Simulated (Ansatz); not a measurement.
Single points on BH2(SiH3) (SiBH₅).

```yaml
crystal:
  periodic: [false, false, false]
  atoms:
    - {symbol: B, position_ang: [0.596596, 1.039963, 0.009243]}
    - {symbol: H, position_ang: [1.787463, 1.069746, 0.007570]}
    - {symbol: H, position_ang: [0.023099, 2.081113, -0.069450]}
    - {symbol: Si, position_ang: [-0.405090, -0.702889, 0.048339]}
    - {symbol: H, position_ang: [-1.757265, -0.594832, 0.650305]}
    - {symbol: H, position_ang: [0.331091, -1.794347, 0.733235]}
    - {symbol: H, position_ang: [-0.575883, -1.098755, -1.379241]}
basis:
  gaussian: {orbitals: def2-TZVP, initial_orbitals: start.molden}
hamiltonian: {xc: r2scan, dispersion: d4}
scf: {omitted_lower_state_checks: [starts]}
output: {orbitals: {seedname: orbitals}}
```

The file start.molden holds the orbitals of an earlier run on this structure, at another level or in another basis.

```sh
$ ansatz run in.yaml --threads 4 --pin off --events-out ev --progress --plain --max-ram 3916MiB
```

It prints (some lines left out):

```
Functional definition: r2SCAN
641 factors; their error is unknown
mean field evaluation 1: about -8632.9636 eV, gradient 4.8e0 eV
mean field evaluation 2: about -8632.9835 eV, gradient 2.8e-2 eV
mean field evaluation 4: about -8632.9719 eV, gradient 5.8e-5 eV
mean field -8632.97190832 eV, -317.2558659921 hartree, gradient 6.4e-6 eV, S^2 0.000000; 0 other end points of the search recorded, 0 dependent functions left out
reference -8632.97192167 eV, -317.2558664828 hartree; 12, 12 occupied and 86, 86 virtual orbitals, 641 factors
Total energy: -8632.99179068 eV, -317.2565966556 hartree
Checks for a lower state left out: starts
```

Hardware: 4 threads of Arm Neoverse V2 on a shared host. Wall time 0.8 s.

First input, but with `hamiltonian: {xc: {name: B3LYP}, dispersion: d4}` (abridged; 0.5 s):

```
Functional definition: B3LYP
mean field -8635.36966501 eV, -317.3439819252 hartree, gradient 7.4e-6 eV, S^2 0.000000
Total energy: -8635.50970777 eV, -317.3491284018 hartree
Checks for a lower state left out: starts
```

First input, but with `hamiltonian: {xc: {name: LC-wPBE}}` (abridged; 0.5 s):

```
Functional definition: LC-wPBE
mean field -8631.37897280 eV, -317.1973266916 hartree, gradient 1.6e-5 eV, S^2 0.000000
Total energy: -8631.37897281 eV, -317.1973266919 hartree
Checks for a lower state left out: starts
```

As the first input, with `hamiltonian: {xc: hf}` (abridged; 0.2 s):

```
Functional definition: HF
mean field -8612.42527799 eV, -316.5007912545 hartree, gradient 4.7e-5 eV, S^2 0.000000
Total energy: -8612.42527799 eV, -316.5007912545 hartree
Checks for a lower state left out: starts
```

The first input with `hamiltonian: {xc: hse06, dispersion: d4}` (abridged; 0.5 s):

```
Functional definition: HSE06
mean field -8629.58159674 eV, -317.1312743396 hartree, gradient 1.6e-5 eV, S^2 0.000000
Total energy: -8629.64817445 eV, -317.1337210256 hartree
Checks for a lower state left out: starts
```

First input, but with `gaussian: {orbitals: def2-TZVPD, initial_orbitals: start.molden}` (abridged; 1 s):

```
Functional definition: r2SCAN
mean field -8632.97862674 eV, -317.2561128897 hartree, gradient 9.1e-6 eV, S^2 0.000000
Total energy: -8632.99851081 eV, -317.2568436159 hartree
Checks for a lower state left out: starts
```

First input, but with `gaussian: {orbitals: def2-TZVPD, initial_orbitals: start.molden}`, `hamiltonian: {xc: pbe0, dispersion: d4}` (abridged; 0.55 s):

```
Functional definition: PBE0
mean field -8629.84457556 eV, -317.1409386330 hartree, gradient 4.3e-5 eV, S^2 0.000000
Total energy: -8629.91626961 eV, -317.1435733408 hartree
Checks for a lower state left out: starts
```

Geometry: B3LYP-D4/def2-TZVP.

LC-ωPBE has ω = 0.4 bohr⁻¹. B3LYP takes the VWN-RPA correlation. HSE06 is defined as in plane-wave codes, on full-range PBE exchange.
